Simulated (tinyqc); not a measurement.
ROHF in the sto-6g basis, for CH3, spin multiplicity 2, step by step. One step of it, computed by the program tinyqc.

Problem. Orthogonalisation. S = U s U^T; symmetric (Loewdin) form X = U s^(-1/2) U^T, so that X^T S X = 1.

overlap S:
```
           1C 1s     1C 2s     1C 2px     1C 2py     1C 2pz      2H 1s      3H 1s      4H 1s
1C 1s   1.000000  0.243228   0.000000   0.000000   0.000000   0.045390   0.045421   0.045421
1C 2s   0.243228  1.000000   0.000000   0.000000   0.000000   0.406612   0.406764   0.406764
1C 2px  0.000000  0.000000   1.000000   0.000000   0.000000   0.410680  -0.205444  -0.205444
1C 2py  0.000000  0.000000   0.000000   1.000000   0.000000   0.000000   0.355728  -0.355728
1C 2pz  0.000000  0.000000   0.000000   0.000000   1.000000  -0.008913  -0.008918  -0.008918
2H 1s   0.045390  0.406612   0.410680   0.000000  -0.008913   1.000000   0.093340   0.093340
3H 1s   0.045421  0.406764  -0.205444   0.355728  -0.008918   0.093340   1.000000   0.093417
4H 1s   0.045421  0.406764  -0.205444  -0.355728  -0.008918   0.093340   0.093417   1.000000
```

Give: eigenvalues of S; X.

Solution.

eigenvalues of S: 0.3545  0.4481  0.4481  0.9705  1.0009  1.4585  1.4586  1.8608

X:
```
          1C 1s    1C 2s   1C 2px   1C 2py   1C 2pz    2H 1s    3H 1s    4H 1s
1C 1s    1.0261  -0.1513   0.0000   0.0000   0.0005   0.0208   0.0208   0.0208
1C 2s   -0.1513   1.2738  -0.0001   0.0000  -0.0054  -0.2557  -0.2559  -0.2559
1C 2px   0.0000  -0.0001   1.1302   0.0000   0.0000  -0.2706   0.1354   0.1354
1C 2py   0.0000   0.0000   0.0000   1.1302   0.0000   0.0000  -0.2344   0.2344
1C 2pz   0.0005  -0.0054   0.0000   0.0000   1.0001   0.0055   0.0055   0.0055
2H 1s    0.0208  -0.2557  -0.2706   0.0000   0.0055   1.1701  -0.0215  -0.0215
3H 1s    0.0208  -0.2559   0.1354  -0.2344   0.0055  -0.0215   1.1702  -0.0215
4H 1s    0.0208  -0.2559   0.1354   0.2344   0.0055  -0.0215  -0.0215   1.1702
```
